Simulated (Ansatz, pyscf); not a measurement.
`[NH]=[C]1[CH]=[CH]1` → `[CH2]=[CH][C]#[N]`, a rearrangement on the singlet surface: C–C, H–N broken, C–H formed. Structures and frequencies: ωB97X-D3(BJ)/def2-SVP in PySCF. Wave-function energies: Ansatz (an electronic-structure program), frozen core, RHF or UHF references. In kJ/mol, from the reactant's lowest minimum found.

```csv
level,barrier,reaction energy
ωB97X-D3(BJ)/def2-TZVP,276.69,-187.66
r²SCAN/def2-TZVP,264.91,-181.33
CCSD(T)/cc-pV(D+d)Z,245.44,-231.78
CCSDT(Q)/cc-pV(D+d)Z,___,___
CCSD(T)/cc-pV(T+d)Z,257.38,-215.33
CCSD(T)/cc-pV(Q+d)Z,___,-210.05
```

Task: Complete the blanks.

Result: 
- CCSDT(Q)/cc-pV(D+d)Z, barrier: 242.95
- CCSDT(Q)/cc-pV(D+d)Z, reaction energy: -232.95
- CCSD(T)/cc-pV(Q+d)Z, barrier: 260.65

In cc-pV(D+d)Z, going from CCSD(T) to CCSDT(Q) shifts the barrier by -2.49 and the reaction energy by -1.16 kJ/mol. With HF in the quadruple-zeta basis and the correlation energy extrapolated as X⁻³ from X = 3, 4, CCSD(T) gives 261.64 and -207.69; adding the double-zeta shift gives ΔE‡ = 259.15 and ΔE = -208.86 kJ/mol, without core correlation, relativity or geometry relaxation at these levels. This is the saddle that the search found; another between the same sides may lie lower. The CCSD(T) − MP2 part came from Ansatz, without density fitting, on the same reference.
